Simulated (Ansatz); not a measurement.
A nudged elastic band was laid between two geometries of ClH3Si + H2 (7 atoms, charge 0, multiplicity 1).

Level of theory: RKS B3LYP/def2-SVP in Ansatz.

```yaml
movable_images: 7
climbing_image: yes
spring: 5.0 eV/Å²
optimiser: quadratic models (default)
start_path: through a guess of the saddle point
force_threshold: 0.05 eV/Å
iteration_limit: 60
end_points: relaxed
```

Image 0:

```xyz
7
Properties=species:S:1:pos:R:3
Si 0.680 0.000 -0.206
Cl 0.256 0.000 1.832
H 2.157 0.000 -0.380
H 0.095 1.220 -0.822
H 0.095 -1.220 -0.822
H -3.574 0.000 1.701
H -2.817 0.000 1.781
```

Image 8:

```xyz
7
Properties=species:S:1:pos:R:3
Si -0.152 0.000 -0.603
Cl -0.746 0.000 3.549
H 0.991 0.000 0.350
H -0.101 1.218 -1.459
H -0.101 -1.218 -1.459
H -1.437 0.000 0.158
H -1.559 0.000 2.547
```

(1) Which bonds break or form, and what moves?

(2) Give the energies along the band, and the barrier.

(3) What is the geometry of the highest image?

Answers

(1) Bonds broken: Si1–Cl2, H6–H7. Bonds formed: Si1–H6, Cl2–H7. ClH3Si + H2 becomes ClH + H4Si.

(2) The forces met the threshold. The highest image is number 5 of 0 to 8, 55.0 kcal/mol above the first end and 41.1 kcal/mol above the last; the last end lies 13.9 kcal/mol above the first. Neighbouring images differ by up to 1.4 eV, so the band resolves the path poorly. A vibrational analysis at the climbing image gives 2 clearly imaginary modes (1125i, 128i cm⁻¹): a point of higher order, so a lower path passes nearby. The orbitals stay closed-shell, which can raise the energy where a bond breaks towards radicals; this wasn't checked here.

```tsv
image	path coordinate (Å)	energy (kcal/mol)	Si1–Cl2 (Å)	H6–H7 (Å)	Si1–H6 (Å)
0	0.00	0.0	2.08	0.76	4.66
1	0.75	0.1	2.08	0.76	4.10
2	1.51	0.4	2.08	0.76	3.45
3	2.26	3.7	2.09	0.76	2.74
4	3.02	22.7	2.20	0.77	2.13
5	3.77	55.0	2.61	0.97	1.70
6	4.50	27.7	3.13	1.39	1.52
7	5.24	15.1	3.72	1.79	1.50
8	5.97	13.9	4.19	2.39	1.49
```

(3) 
```xyz
7
Properties=species:S:1:pos:R:3
Si -0.155 0.000 -0.058
Cl -0.206 0.000 2.554
H 1.306 0.000 0.214
H -0.475 1.250 -0.802
H -0.475 -1.250 -0.802
H -1.746 0.000 0.545
H -1.358 0.000 1.431
```

Time of the run: 84 s on 1 thread of Arm Neoverse V2, on a shared host, peak memory 0.11 GiB.
